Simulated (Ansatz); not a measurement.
Z-matrix (Å, degrees):
```
C
C 1 1.501
F 1 1.370 2 115.8
C 1 1.560 2 85.7 3 114.4
H 1 1.095 2 117.0 3 -128.6
C 2 1.335 1 94.3 3 -114.4
H 2 1.083 1 131.9 3 69.8
F 4 1.370 1 113.8 2 -116.4
H 4 1.095 1 115.9 2 117.9
H 6 1.083 2 133.7 1 -175.7
```

The species carries charge 0 and has multiplicity 1.

Q: List the ωB97M-V/def2-TZVPP orbital energies in eV (the Gaussian-basis code of Ansatz). (An estimate is asked.)

A: Computed: Occupied: -677.32, -677.32, -283.97, -283.97, -282.27, -282.25, -36.53, -36.17, -27.60, -21.79, -21.42, -18.25, -18.06, -17.48, -16.42, -15.91, -14.90, -14.88, -13.81, -12.79, -11.56, -11.44, -10.66. Lowest empty: 1.47, 3.03, 3.54, 3.62, 4.22, 4.33, 5.58, 6.03.
